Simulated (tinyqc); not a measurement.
Worked calculation (part 2 of 3): UKS/B3LYP (VWN-RPA form) in the sto-3g basis, for NH, spin multiplicity 3. Computed by tinyqc, a small Python program that keeps every step (integrals from PySCF). Command: `OMP_NUM_THREADS=1 python tinyqc.py 27119 27120 out.jsonl` (the two numbers bound the seeds that draw the settings). One thread of a shared host (Intel(R) Xeon(R) Processor @ 2.60GHz), about 4 s of CPU time with the checks.

Geometry (angstrom):
```
atom         x         y         z
N     0.000000  0.000000  0.000000
H     0.000000  0.000000  1.585000
```

## Iteration 2: building the Kohn-Sham matrix

D(alpha) after iteration 1:
```
            1N 1s      1N 2s    1N 2px    1N 2py     1N 2pz      2H 1s
1N 1s    1.059907  -0.257478  0.000000  0.000000  -0.005577   0.038401
1N 2s   -0.257478   1.110790  0.000000  0.000000   0.013530  -0.225270
1N 2px   0.000000   0.000000  1.000000  0.000000   0.000000   0.000000
1N 2py   0.000000   0.000000  0.000000  1.000000   0.000000   0.000000
1N 2pz  -0.005577   0.013530  0.000000  0.000000   0.055156   0.213033
2H 1s    0.038401  -0.225270  0.000000  0.000000   0.213033   0.892378
```

D(beta) after iteration 1:
```
            1N 1s      1N 2s    1N 2px    1N 2py     1N 2pz      2H 1s
1N 1s    1.059914  -0.257543  0.000000  0.000000  -0.006735   0.039013
1N 2s   -0.257543   1.111284  0.000000  0.000000   0.019619  -0.229195
1N 2px   0.000000   0.000000  0.000000  0.000000   0.000000   0.000000
1N 2py   0.000000   0.000000  0.000000  0.000000   0.000000   0.000000
1N 2pz  -0.006735   0.019619  0.000000  0.000000   0.042833   0.188205
2H 1s    0.039013  -0.229195  0.000000  0.000000   0.188205   0.917214
```

core Hamiltonian H = T + V (hartree):
```
             1N 1s      1N 2s     1N 2px     1N 2py     1N 2pz      2H 1s
1N 1s   -24.529076  -5.639834   0.000000   0.000000  -0.006458  -0.382727
1N 2s    -5.639834  -6.591019   0.000000   0.000000  -0.081987  -1.081870
1N 2px    0.000000   0.000000  -5.229220   0.000000   0.000000   0.000000
1N 2py    0.000000   0.000000   0.000000  -5.229220   0.000000   0.000000
1N 2pz   -0.006458  -0.081987   0.000000   0.000000  -5.272340  -0.983271
2H 1s    -0.382727  -1.081870   0.000000   0.000000  -0.983271  -2.797116
```

Two-electron integrals (ij|kl) in chemists' order, unique and non-zero (hartree):
```
(11|11) 4.166630   (21|11) 0.640849   (21|21) 0.117461   (22|11) 0.969864
(22|21) 0.220936   (22|22) 0.708245   (31|31) 0.020960   (32|31) 0.032452
(32|32) 0.156449   (33|11) 0.967124   (33|21) 0.220977   (33|22) 0.708086
(33|33) 0.762805   (41|41) 0.020960   (42|41) 0.032452   (42|42) 0.156449
(43|43) 0.041119   (44|11) 0.967124   (44|21) 0.220977   (44|22) 0.708086
(44|33) 0.680568   (44|44) 0.762805   (51|51) 0.020960   (52|51) 0.032452
(52|52) 0.156449   (53|53) 0.041119   (54|54) 0.041119   (55|11) 0.967124
(55|21) 0.220977   (55|22) 0.708086   (55|33) 0.680568   (55|44) 0.680568
(55|55) 0.762805   (61|11) 0.043478   (61|21) 0.007913   (61|22) 0.014831
(61|33) 0.014802   (61|44) 0.014802   (61|51) 0.000380   (61|52) 0.000725
(61|55) 0.014892   (61|61) 0.000541   (62|11) 0.135005   (62|21) 0.031263
(62|22) 0.114854   (62|33) 0.112383   (62|44) 0.112383   (62|51) 0.002549
(62|52) 0.021754   (62|55) 0.119676   (62|61) 0.002163   (62|62) 0.026868
(63|31) 0.002796   (63|32) 0.017439   (63|53) 0.004089   (63|63) 0.003057
(64|41) 0.002796   (64|42) 0.017439   (64|54) 0.004089   (64|64) 0.003057
(65|11) 0.121053   (65|21) 0.028337   (65|22) 0.110872   (65|33) 0.106003
(65|44) 0.106003   (65|51) 0.004678   (65|52) 0.035987   (65|55) 0.120480
(65|61) 0.002019   (65|62) 0.031117   (65|65) 0.038555   (66|11) 0.332879
(66|21) 0.078205   (66|22) 0.329626   (66|33) 0.317618   (66|44) 0.317618
(66|51) 0.006289   (66|52) 0.076278   (66|55) 0.353319   (66|61) 0.005417
(66|62) 0.109310   (66|65) 0.142024   (66|66) 0.774606
```

nuclear repulsion = 2.33706024 hartree

V_xc(alpha) (hartree):
```
            1N 1s      1N 2s     1N 2px     1N 2py     1N 2pz      2H 1s
1N 1s   -2.168002  -0.299018   0.000000   0.000000  -0.000489  -0.020357
1N 2s   -0.299018  -0.538175   0.000000   0.000000  -0.009057  -0.087061
1N 2px   0.000000   0.000000  -0.556299   0.000000   0.000000   0.000000
1N 2py   0.000000   0.000000   0.000000  -0.556299   0.000000   0.000000
1N 2pz  -0.000489  -0.009057   0.000000   0.000000  -0.490673  -0.086677
2H 1s   -0.020357  -0.087061   0.000000   0.000000  -0.086677  -0.421480
```

V_xc(beta) (hartree):
```
            1N 1s      1N 2s     1N 2px     1N 2py     1N 2pz      2H 1s
1N 1s   -2.153939  -0.286383   0.000000   0.000000  -0.000553  -0.019588
1N 2s   -0.286383  -0.450039   0.000000   0.000000  -0.010944  -0.079252
1N 2px   0.000000   0.000000  -0.444223   0.000000   0.000000   0.000000
1N 2py   0.000000   0.000000   0.000000  -0.444223   0.000000   0.000000
1N 2pz  -0.000553  -0.010944   0.000000   0.000000  -0.448820  -0.083948
2H 1s   -0.019588  -0.079252   0.000000   0.000000  -0.083948  -0.422686
```

E_xc = sum of w rho eps_xc = -5.71039594 hartree

J_ij = sum D_kl (ij|kl) with D = D(alpha) + D(beta), K_ij = sum D_kl (ik|jl) for each spin; F = H + J - 0.2 K(s) + V_xc; E = tr D H + tr D J / 2 - 0.1 sum_s tr D(s) K(s) + E_xc + E_nn.

Coulomb J (hartree):
```
            1N 1s     1N 2s    1N 2px    1N 2py    1N 2pz     2H 1s
1N 1s   12.940073  2.329107  0.000000  0.000000  0.014512  0.157612
1N 2s    2.329107  5.471059  0.000000  0.000000  0.156824  0.945759
1N 2px   0.000000  0.000000  5.465960  0.000000  0.000000  0.000000
1N 2py   0.000000  0.000000  0.000000  5.465960  0.000000  0.000000
1N 2pz   0.014512  0.156824  0.000000  0.000000  5.461389  0.959846
2H 1s    0.157612  0.945759  0.000000  0.000000  0.959846  3.449477
```

exchange K(alpha) (hartree):
```
           1N 1s     1N 2s    1N 2px    1N 2py    1N 2pz     2H 1s
1N 1s   4.260202  0.709116  0.000000  0.000000  0.002006  0.050905
1N 2s   0.709116  1.102865  0.000000  0.000000  0.042522  0.205795
1N 2px  0.000000  0.000000  0.982307  0.000000  0.000000  0.000000
1N 2py  0.000000  0.000000  0.000000  0.982307  0.000000  0.000000
1N 2pz  0.002006  0.042522  0.000000  0.000000  0.373481  0.226892
2H 1s   0.050905  0.205795  0.000000  0.000000  0.226892  0.741286
```

exchange K(beta) (hartree):
```
           1N 1s     1N 2s    1N 2px    1N 2py    1N 2pz     2H 1s
1N 1s   4.218012  0.643735  0.000000  0.000000  0.001929  0.045126
1N 2s   0.643735  0.787085  0.000000  0.000000  0.043900  0.170000
1N 2px  0.000000  0.000000  0.177690  0.000000  0.000000  0.000000
1N 2py  0.000000  0.000000  0.000000  0.177690  0.000000  0.000000
1N 2pz  0.001929  0.043900  0.000000  0.000000  0.276616  0.211546
2H 1s   0.045126  0.170000  0.000000  0.000000  0.211546  0.746417
```

F(alpha) (hartree):
```
             1N 1s      1N 2s     1N 2px     1N 2py     1N 2pz      2H 1s
1N 1s   -14.609046  -3.751568   0.000000   0.000000   0.007165  -0.255652
1N 2s    -3.751568  -1.878709   0.000000   0.000000   0.057275  -0.264331
1N 2px    0.000000   0.000000  -0.516021   0.000000   0.000000   0.000000
1N 2py    0.000000   0.000000   0.000000  -0.516021   0.000000   0.000000
1N 2pz    0.007165   0.057275   0.000000   0.000000  -0.376320  -0.155480
2H 1s    -0.255652  -0.264331   0.000000   0.000000  -0.155480   0.082623
```

F(beta) (hartree):
```
             1N 1s      1N 2s     1N 2px     1N 2py     1N 2pz      2H 1s
1N 1s   -14.586545  -3.725857   0.000000   0.000000   0.007116  -0.253728
1N 2s    -3.725857  -1.727417   0.000000   0.000000   0.055112  -0.249364
1N 2px    0.000000   0.000000  -0.243022   0.000000   0.000000   0.000000
1N 2py    0.000000   0.000000   0.000000  -0.243022   0.000000   0.000000
1N 2pz    0.007116   0.055112   0.000000   0.000000  -0.315094  -0.149682
2H 1s    -0.253728  -0.249364   0.000000   0.000000  -0.149682   0.080392
```

total energy of this density = -54.06735438 hartree

## Iteration 2: DIIS over 2 matrices

error matrix X^T (FDS - SDF) X (alpha):
```
           1          2         3         4          5          6
1   0.000000   0.000204  0.000000  0.000000  -0.003988   0.001127
2  -0.000204   0.000000  0.000000  0.000000  -0.121865   0.048389
3   0.000000   0.000000  0.000000  0.000000   0.000000   0.000000
4   0.000000   0.000000  0.000000  0.000000   0.000000   0.000000
5   0.003988   0.121865  0.000000  0.000000   0.000000  -0.273013
6  -0.001127  -0.048389  0.000000  0.000000   0.273013   0.000000
```

B (overlaps of the stored error matrices):
```
                1               2
1   1.9083953e-01  -2.1756766e-01
2  -2.1756766e-01   3.3816008e-01
```

Minimise |sum c_i e_i|^2 with sum c_i = 1: solve [B -1; -1 0][c; lambda] = [0; -1] with B_ij = tr e_i^T e_j summed over both spins, and take F = sum c_i F_i.

DIIS coefficients: 0.576400  0.423600

extrapolated F(alpha) (hartree):
```
             1N 1s      1N 2s     1N 2px     1N 2py     1N 2pz      2H 1s
1N 1s   -14.039651  -3.629087   0.000000   0.000000  -0.003461  -0.247453
1N 2s    -3.629087  -1.563896   0.000000   0.000000  -0.025129  -0.259856
1N 2px    0.000000   0.000000  -0.196221   0.000000   0.000000   0.000000
1N 2py    0.000000   0.000000   0.000000  -0.196221   0.000000   0.000000
1N 2pz   -0.003461  -0.025129   0.000000   0.000000  -0.115492  -0.171667
2H 1s    -0.247453  -0.259856   0.000000   0.000000  -0.171667  -0.155001
```

extrapolated F(beta) (hartree):
```
             1N 1s      1N 2s    1N 2px    1N 2py     1N 2pz      2H 1s
1N 1s   -14.016398  -3.602918  0.000000  0.000000  -0.003309  -0.245512
1N 2s    -3.602918  -1.415961  0.000000  0.000000  -0.025135  -0.245262
1N 2px    0.000000   0.000000  0.074182  0.000000   0.000000   0.000000
1N 2py    0.000000   0.000000  0.000000  0.074182   0.000000   0.000000
1N 2pz   -0.003309  -0.025135  0.000000  0.000000  -0.059774  -0.166797
2H 1s    -0.245512  -0.245262  0.000000  0.000000  -0.166797  -0.154971
```

## Iteration 2: diagonalisation and new density

X:
```
            1N 1s      1N 2s    1N 2px    1N 2py     1N 2pz      2H 1s
1N 1s    1.021930  -0.124179  0.000000  0.000000  -0.002520   0.012306
1N 2s   -0.124179   1.040835  0.000000  0.000000   0.020135  -0.115844
1N 2px   0.000000   0.000000  1.000000  0.000000   0.000000   0.000000
1N 2py   0.000000   0.000000  0.000000  1.000000   0.000000   0.000000
1N 2pz  -0.002520   0.020135  0.000000  0.000000   1.021070  -0.121746
2H 1s    0.012306  -0.115844  0.000000  0.000000  -0.121746   1.039626
```

Diagonalise F' = X^T F X, C = X C', fill 5 alpha and 3 beta electrons from the bottom; D(s) = C_occ C_occ^T. Each column has its largest component positive (the first on a tie).

F' = X^T F X (alpha) (hartree):
```
            1          2          3          4          5          6
1  -13.770665  -1.909478   0.000000   0.000000  -0.011050   0.005830
2   -1.909478  -0.919421   0.000000   0.000000   0.001033  -0.124915
3    0.000000   0.000000  -0.196221   0.000000   0.000000   0.000000
4    0.000000   0.000000   0.000000  -0.196221   0.000000   0.000000
5   -0.011050   0.001033   0.000000   0.000000  -0.080276  -0.153770
6    0.005830  -0.124915   0.000000   0.000000  -0.153770  -0.082990
```

orbital energies (alpha) (hartree): MO1 -14.048399, MO2 -0.669742, MO3 -0.218760, MO4 -0.196221, MO5 -0.196221, MO6 0.083550

coefficients C (alpha):
```
              MO1        MO2        MO3        MO4       MO5        MO6
1N 1s    0.993424  -0.260594   0.055936   0.000000  0.000000   0.044619
1N 2s    0.026838   0.996074  -0.258627   0.000000  0.000000  -0.229808
1N 2px   0.000000   0.000000   0.000000   0.995375  0.096070   0.000000
1N 2py   0.000000   0.000000   0.000000  -0.096070  0.995375   0.000000
1N 2pz   0.001096   0.047237   0.663103   0.000000  0.000000  -0.784781
2H 1s   -0.003673   0.109402   0.614377   0.000000  0.000000   0.848396
```

F' = X^T F X (beta) (hartree):
```
            1          2         3         4          5          6
1  -13.750739  -1.903144  0.000000  0.000000  -0.010872   0.005249
2   -1.903144  -0.769028  0.000000  0.000000   0.002686  -0.126309
3    0.000000   0.000000  0.074182  0.000000   0.000000   0.000000
4    0.000000   0.000000  0.000000  0.074182   0.000000   0.000000
5   -0.010872   0.002686  0.000000  0.000000  -0.023409  -0.155284
6    0.005249  -0.126309  0.000000  0.000000  -0.155284  -0.084916
```

orbital energies (beta) (hartree): MO1 -14.024011, MO2 -0.534341, MO3 -0.185686, MO4 0.074182, MO5 0.074182, MO6 0.115946

coefficients C (beta):
```
              MO1        MO2        MO3       MO4        MO5        MO6
1N 1s    0.993915  -0.252232   0.078514  0.000000   0.000000  -0.047625
1N 2s    0.024924   0.965222  -0.351270  0.000000   0.000000   0.238576
1N 2px   0.000000   0.000000   0.000000  0.997663  -0.068332   0.000000
1N 2py   0.000000   0.000000   0.000000  0.068332   0.997663   0.000000
1N 2pz   0.001023   0.066880   0.593369  0.000000   0.000000   0.837411
2H 1s   -0.003415   0.185560   0.669450  0.000000   0.000000  -0.791586
```

D(alpha) after iteration 2:
```
            1N 1s      1N 2s    1N 2px    1N 2py     1N 2pz      2H 1s
1N 1s    1.057929  -0.247376  0.000000  0.000000   0.025870   0.002207
1N 2s   -0.247376   1.059771  0.000000  0.000000  -0.124416  -0.050021
1N 2px   0.000000   0.000000  1.000000  0.000000   0.000000   0.000000
1N 2py   0.000000   0.000000  0.000000  1.000000   0.000000   0.000000
1N 2pz   0.025870  -0.124416  0.000000  0.000000   0.441938   0.412559
2H 1s    0.002207  -0.050021  0.000000  0.000000   0.412559   0.389441
```

D(beta) after iteration 2:
```
            1N 1s      1N 2s    1N 2px    1N 2py     1N 2pz      2H 1s
1N 1s    1.057652  -0.246267  0.000000  0.000000   0.030735   0.002362
1N 2s   -0.246267   1.055664  0.000000  0.000000  -0.143853  -0.056136
1N 2px   0.000000   0.000000  0.000000  0.000000   0.000000   0.000000
1N 2py   0.000000   0.000000  0.000000  0.000000   0.000000   0.000000
1N 2pz   0.030735  -0.143853  0.000000  0.000000   0.356561   0.409638
2H 1s    0.002362  -0.056136  0.000000  0.000000   0.409638   0.482607
```

Within a degenerate level the vectors are fixed only up to a rotation; this is one choice.

## Iteration 11 (converged): orbitals

converged F(alpha) (hartree):
```
             1N 1s      1N 2s     1N 2px     1N 2py     1N 2pz      2H 1s
1N 1s   -14.119241  -3.647911   0.000000   0.000000  -0.007286  -0.249258
1N 2s    -3.647911  -1.617525   0.000000   0.000000  -0.031458  -0.263978
1N 2px    0.000000   0.000000  -0.239126   0.000000   0.000000   0.000000
1N 2py    0.000000   0.000000   0.000000  -0.239126   0.000000   0.000000
1N 2pz   -0.007286  -0.031458   0.000000   0.000000  -0.193009  -0.186989
2H 1s    -0.249258  -0.263978   0.000000   0.000000  -0.186989  -0.122911
```

converged F(beta) (hartree):
```
             1N 1s      1N 2s    1N 2px    1N 2py     1N 2pz      2H 1s
1N 1s   -14.092175  -3.617242  0.000000  0.000000  -0.006866  -0.246924
1N 2s    -3.617242  -1.445532  0.000000  0.000000  -0.023622  -0.249686
1N 2px    0.000000   0.000000  0.040301  0.000000   0.000000   0.000000
1N 2py    0.000000   0.000000  0.000000  0.040301   0.000000   0.000000
1N 2pz   -0.006866  -0.023622  0.000000  0.000000  -0.057683  -0.184692
2H 1s    -0.246924  -0.249686  0.000000  0.000000  -0.184692  -0.227093
```

As before.

F' = X^T F X (alpha) (hartree):
```
            1          2          3          4          5          6
1  -13.849845  -1.912752   0.000000   0.000000  -0.014178   0.005763
2   -1.912752  -0.972715   0.000000   0.000000  -0.005049  -0.126573
3    0.000000   0.000000  -0.239126   0.000000   0.000000   0.000000
4    0.000000   0.000000   0.000000  -0.239126   0.000000   0.000000
5   -0.014178  -0.005049   0.000000   0.000000  -0.157050  -0.163993
6    0.005763  -0.126573   0.000000   0.000000  -0.163993  -0.045474
```

orbital energies (alpha) (hartree): MO1 -14.127983, MO2 -0.720316, MO3 -0.262043, MO4 -0.239126, MO5 -0.239126, MO6 0.085259

coefficients C (alpha):
```
              MO1        MO2        MO3        MO4       MO5        MO6
1N 1s    0.993434  -0.262014   0.046695   0.000000  0.000000   0.046660
1N 2s    0.026800   1.003334  -0.214353   0.000000  0.000000  -0.243392
1N 2px   0.000000   0.000000   0.000000  -0.000591  1.000000   0.000000
1N 2py   0.000000   0.000000   0.000000   1.000000  0.000591   0.000000
1N 2pz   0.001383   0.059840   0.778922   0.000000  0.000000  -0.668967
2H 1s   -0.003685   0.084346   0.473218   0.000000  0.000000   0.937098
```

F' = X^T F X (beta) (hartree):
```
            1          2         3         4          5          6
1  -13.826709  -1.905102  0.000000  0.000000  -0.014826   0.004282
2   -1.905102  -0.798306  0.000000  0.000000   0.005911  -0.119875
3    0.000000   0.000000  0.040301  0.000000   0.000000   0.000000
4    0.000000   0.000000  0.000000  0.040301   0.000000   0.000000
5   -0.014826   0.005911  0.000000  0.000000  -0.017758  -0.165991
6    0.004282  -0.119875  0.000000  0.000000  -0.165991  -0.157591
```

orbital energies (beta) (hartree): MO1 -14.099597, MO2 -0.563926, MO3 -0.238034, MO4 0.040301, MO5 0.040301, MO6 0.101192

coefficients C (beta):
```
              MO1        MO2        MO3       MO4        MO5        MO6
1N 1s    0.994007  -0.250371   0.086425  0.000000   0.000000  -0.041418
1N 2s    0.024565   0.957986  -0.388450  0.000000   0.000000   0.208206
1N 2px   0.000000   0.000000   0.000000  0.976584  -0.215139   0.000000
1N 2py   0.000000   0.000000   0.000000  0.215139   0.976584   0.000000
1N 2pz   0.001262   0.063757   0.495260  0.000000   0.000000   0.899149
2H 1s   -0.003401   0.203174   0.751103  0.000000   0.000000  -0.709767
```

D(alpha) after iteration 11:
```
            1N 1s      1N 2s    1N 2px    1N 2py     1N 2pz      2H 1s
1N 1s    1.057743  -0.246273  0.000000  0.000000   0.022067  -0.003663
1N 2s   -0.246273   1.053344  0.000000  0.000000  -0.106887  -0.016907
1N 2px   0.000000   0.000000  1.000000  0.000000   0.000000   0.000000
1N 2py   0.000000   0.000000  0.000000  1.000000   0.000000   0.000000
1N 2pz   0.022067  -0.106887  0.000000  0.000000   0.610302   0.373642
2H 1s   -0.003663  -0.016907  0.000000  0.000000   0.373642   0.231063
```

D(beta) after iteration 11:
```
            1N 1s      1N 2s    1N 2px    1N 2py     1N 2pz      2H 1s
1N 1s    1.058204  -0.249006  0.000000  0.000000   0.028095   0.010664
1N 2s   -0.249006   1.069233  0.000000  0.000000  -0.131275  -0.097212
1N 2px   0.000000   0.000000  0.000000  0.000000   0.000000   0.000000
1N 2py   0.000000   0.000000  0.000000  0.000000   0.000000   0.000000
1N 2pz   0.028095  -0.131275  0.000000  0.000000   0.249349   0.384941
2H 1s    0.010664  -0.097212  0.000000  0.000000   0.384941   0.605447
```

Within a degenerate level the vectors are fixed only up to a rotation; this is one choice.

## Convergence

Stop when the energy changes by less than 1e-10 hartree and every element of the error matrix X^T (F D S - S D F) X (for each spin) is below 3e-06.

Course of the cycle:
```
iteration   E (hartree)     change  largest element of the error matrix
1          -54.09202548          -                             2.06e-01
2          -54.06735438   2.47e-02                             2.73e-01
3          -54.41361381  -3.46e-01                             3.11e-02
4          -54.41532546  -1.71e-03                             2.03e-02
5          -54.41701358  -1.69e-03                             8.07e-03
6          -54.41767711  -6.64e-04                             3.80e-03
7          -54.41770738  -3.03e-05                             1.14e-03
8          -54.41770250   4.89e-06                             1.67e-03
9          -54.41771046  -7.97e-06                             1.65e-05
10         -54.41771047  -2.78e-09                             2.05e-06
11         -54.41771047  -4.27e-11                             2.58e-08
```

PySCF UKS in the same basis, fine grid, after a stability check = -54.42882190 hartree

Converged in 11 iterations. The coarse grid moves the energy by +1.11e-02 hartree.
